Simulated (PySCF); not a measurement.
LiF, SMILES [Li][F].

The structure is a stationary point at PBE0-D3(BJ)/def2-TZVPD.

Method: PBE/def2-TZVPD in PySCF.

Gas-phase values at a fixed geometry.

- total energy = -107.35191 hartree
- point group = C∞v
- highest occupied level = -6.10 eV
- lowest empty level = -1.53 eV
- orbital gap = 4.57 eV
- dipole moment = 6.13 D
- quadrupole, principal values (traceless, Buckingham form, about the centre of nuclear charge) = -3.24, -3.24, 6.48 D·Å
- mean static polarisability = 11.3 bohr³ (1.68 Å³)
- polarisability, principal values = 11.1, 11.1, 11.8 bohr³
